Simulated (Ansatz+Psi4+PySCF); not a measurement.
The numbers below are computed, except where a source is named.
Input for Ansatz (development build ahead of 0.2.0):

```yaml
crystal:
  periodic: [false, false, false]
  atoms:
    - { symbol: C, position_ang: [-0.04713, 0.66439, 0.0] }
    - { symbol: O, position_ang: [-0.04713, -0.75855, 0.0] }
    - { symbol: H, position_ang: [-1.09299, 0.96979, 0.0] }
    - { symbol: H, position_ang: [0.87853, -1.04846, 0.0] }
    - { symbol: H, position_ang: [0.43715, 1.08038, 0.89177] }
    - { symbol: H, position_ang: [0.43715, 1.08038, -0.89177] }
basis:
  gaussian: { orbitals: cc-pVTZ }
hamiltonian:
  xc: hf
correlation:
  method: ccsd_t
  frozen_orbitals: { C: 1, H: 0, O: 1 }
```

The input is written out in the form of the current development build from the run's settings.

Results

```json
{
  "Converged": "yes",
  "Reference energy": "-115.08843 hartree",
  "CCSD correlation energy": "-0.44736 hartree",
  "Triples correction": "-0.01487 hartree",
  "Total energy": "-115.55066 hartree",
  "Spin squared of the determinant": "0.000",
  "Stability test": "minimum among restricted orbitals",
  "T1 diagnostic": "0.009",
  "Largest doubles amplitude": "0.02",
  "Occupied orbitals by symmetry in an Abelian subgroup (alpha; beta)": "7 A' 2 A''; 7 A' 2 A''"
}
```
